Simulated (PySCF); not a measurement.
An unknown is described by computed data only.

Formula: C3H2Cl; charge +1.

* Polarisability: 38.4 au [B3LYP/def2-SVPD]
* Rotational structure: rotational constants A, B, C: 30.791, 4.051, 3.580 GHz [PBE0-D3(BJ)/def2-SVP]
* Valence photoelectron: vertical ionisation energy: 17.68 eV [ΔSCF B3LYP/def2-SVPD]
* Triplet: lowest triplet excitation (Tamm–Dancoff): 5.26 eV [TDA B3LYP/def2-SVPD]
* NMR, other nuclei: isotropic shieldings of nuclei other than C and H, by class: 695 (1 Cl) ppm [GIAO HF/pcSseg-2]
* UV, strongest line: among the 10 lowest singlet transitions: S4 at 7.22 eV (172 nm, f = 0.236) [TDDFT B3LYP/def2-SVPD]
* 13C NMR: chemical shifts (computed TMS as zero) by class: 184.2 (1 C), 169.4 (2 C) ppm [GIAO HF/pcSseg-2]
* XPS: Cl2p3/2 213.7, C1s 299.6 (×2), C1s 300.8, Cl1s 2836.3 eV [ΔSCF SCAN, pcX-2 on the ionised atom, pcseg-1 elsewhere, spin-free X2C, 2p3/2 from a spin–orbit splitting computed afterwards within the 2p shell]

The electronic properties come from PySCF, for the isolated species, density fitting. Levels stand in brackets. Isolated species at its PBE0-D3(BJ)/def2-SVP geometry, gas phase. NMR values are class means; diastereotopic atoms form classes of their own.

Problem. Give a SMILES that accounts for the data.

Solution. Numbering: `[Cl:1][c:2]1[cH:3][cH+:4]1`. 3 carbons fall into 2 classes; from least to most shielded: unsaturated ring carbon [C2] (184.2 ppm), unsaturated ring CH carbon [C3/C4] (169.4 ppm, 2 C). The other shieldings belong to: 695 ppm, chlorine bonded to C [Cl1]. The core levels belong to: Cl2p3/2 213.7 eV, chlorine bonded to C [Cl1]; C1s 299.6 eV, unsaturated ring CH carbon [C3/C4]; C1s 300.8 eV, unsaturated ring carbon [C2]; Cl1s 2836.3 eV, chlorine bonded to C [Cl1]. The hole state at 299.6 eV has ⟨S²⟩ = 0.82 against 0.75, so that value is less sure. The first electron is taken from the HOMO, whose largest Löwdin shares are 0.70 on the chlorine bonded to C, 0.14 on the unsaturated ring carbon and 0.07 on each of 2 atoms of one kind (unsaturated ring CH carbon). The optimised geometry has point group C2v and is an asymmetric top. Structure: `Clc1c[cH+]1`. The assignments are read from this structure; whether some other isomer fits the data as well wasn't checked.
